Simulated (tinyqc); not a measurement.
Born-Oppenheimer dynamics on the RHF/sto-6g surface (energies and gradients from PySCF), for BH3, spin multiplicity 1, step by step. Computed by tinyqc, a small Python program that keeps every step (integrals from PySCF). Settings: charge = 0, multiplicity = 1, basis = sto-6g, time step (fs) = 0.2, steps = 24. Command: `OMP_NUM_THREADS=1 python tinyqc.py 21898 21899 out.jsonl` (the two numbers bound the seeds that draw the settings). One thread of a shared host (Intel(R) Xeon(R) Processor @ 2.60GHz), about 6 s of CPU time with the checks.

## Velocity Verlet step 1

positions (bohr):
```
,x,y,z
1B,0.015118,0.001890,0.122832
2H,2.056022,0.049133,-0.009449
3H,-1.118718,1.717761,0.003779
4H,-1.039349,-1.867049,-0.035905
```

velocities (bohr per atomic time unit):
```
,x,y,z
1B,0.000018817,0.000013861,0.000034330
2H,-0.000121183,0.000094861,-0.000118670
3H,-0.000113183,-0.000201139,-0.000092670
4H,0.000028817,-0.000045139,-0.000163670
```

gradient (hartree/bohr):
```
,x,y,z
1B,0.03131264,0.03654887,0.01655214
2H,-0.05865679,-0.00224204,-0.00434910
3H,0.02486241,-0.04600949,-0.00521221
4H,0.00248174,0.01170267,-0.00699083
```

masses (electron masses): 1B 20068.735323, 2H 1837.152588, 3H 1837.152588, 4H 1837.152588

gradient after step 1 (hartree/bohr):
```
,x,y,z
1B,0.03148470,0.03671650,0.01671576
2H,-0.05861809,-0.00227629,-0.00438668
3H,0.02480934,-0.04596577,-0.00526352
4H,0.00232405,0.01152556,-0.00706556
```

dt = 0.2 fs = 8.2683 atomic units; x' = x + v dt - g dt^2 / (2m); after the new gradient g', v' = v - (g + g') dt / (2m).

positions after step 1 (bohr):
```
,x,y,z
1B,0.015220,0.001942,0.123088
2H,2.056111,0.049959,-0.010349
3H,-1.120116,1.716954,0.003110
4H,-1.039157,-1.867640,-0.037128
```

velocities after step 1 (bohr per atomic time unit):
```
,x,y,z
1B,0.000005880,-0.000001231,0.000027476
2H,0.000142720,0.000105029,-0.000099012
3H,-0.000224959,0.000005833,-0.000069097
4H,0.000018002,-0.000097409,-0.000132039
```

## Velocity Verlet step 2

gradient after step 2 (hartree/bohr):
```
,x,y,z
1B,0.03105707,0.03612836,0.01695353
2H,-0.05743063,-0.00228339,-0.00447838
3H,0.02423656,-0.04511432,-0.00534905
4H,0.00213701,0.01126935,-0.00712611
```

As before.

positions after step 2 (bohr):
```
,x,y,z
1B,0.015215,0.001869,0.123287
2H,2.058382,0.050870,-0.011086
3H,-1.122438,1.717858,0.002637
4H,-1.039052,-1.868660,-0.038088
```

velocities after step 2 (bohr per atomic time unit):
```
,x,y,z
1B,-0.000007003,-0.000016237,0.000020541
2H,0.000403864,0.000115289,-0.000079063
3H,-0.000335327,0.000210790,-0.000045215
4H,0.000007964,-0.000148705,-0.000100104
```

## Energy conservation

The total energy should stay constant up to terms of order dt^2; the step counts as short enough if it moves by less than 2 % of the largest kinetic energy.

Trajectory:
```
time (fs),1B-2H (angstrom),potential (hartree),kinetic (hartree),total (hartree)
0.000000,1.082555,-26.32246529,0.00013606,-26.32232923
0.200000,1.082597,-26.32245100,0.00012172,-26.32232928
0.400000,1.083843,-26.32268116,0.00035070,-26.32233046
0.600000,1.086269,-26.32313708,0.00080444,-26.32233264
0.800000,1.089826,-26.32378402,0.00144841,-26.32233562
1.000000,1.094447,-26.32457450,0.00223539,-26.32233911
1.200000,1.100044,-26.32545259,0.00310979,-26.32234280
1.400000,1.106515,-26.32635877,0.00401236,-26.32234640
1.600000,1.113743,-26.32723463,0.00488499,-26.32234964
1.800000,1.121601,-26.32802717,0.00567486,-26.32235231
2.000000,1.129958,-26.32869208,0.00633782,-26.32235426
2.200000,1.138676,-26.32919610,0.00684066,-26.32235544
2.400000,1.147620,-26.32951817,0.00716234,-26.32235583
2.600000,1.156654,-26.32964960,0.00729411,-26.32235549
2.800000,1.165648,-26.32959339,0.00723888,-26.32235451
3.000000,1.174475,-26.32936290,0.00700990,-26.32235300
3.200000,1.183019,-26.32898009,0.00662900,-26.32235110
3.400000,1.191167,-26.32847354,0.00612462,-26.32234893
3.600000,1.198821,-26.32787638,0.00552977,-26.32234661
3.800000,1.205887,-26.32722435,0.00488008,-26.32234427
4.000000,1.212284,-26.32655391,0.00421191,-26.32234200
4.200000,1.217940,-26.32590065,0.00356076,-26.32233989
4.400000,1.222793,-26.32529785,0.00295984,-26.32233801
4.600000,1.226792,-26.32477534,0.00243893,-26.32233641
4.800000,1.229895,-26.32435851,0.00202337,-26.32233514
```

The total energy moves within 2.7e-05 hartree, under 2 % of the largest kinetic energy.
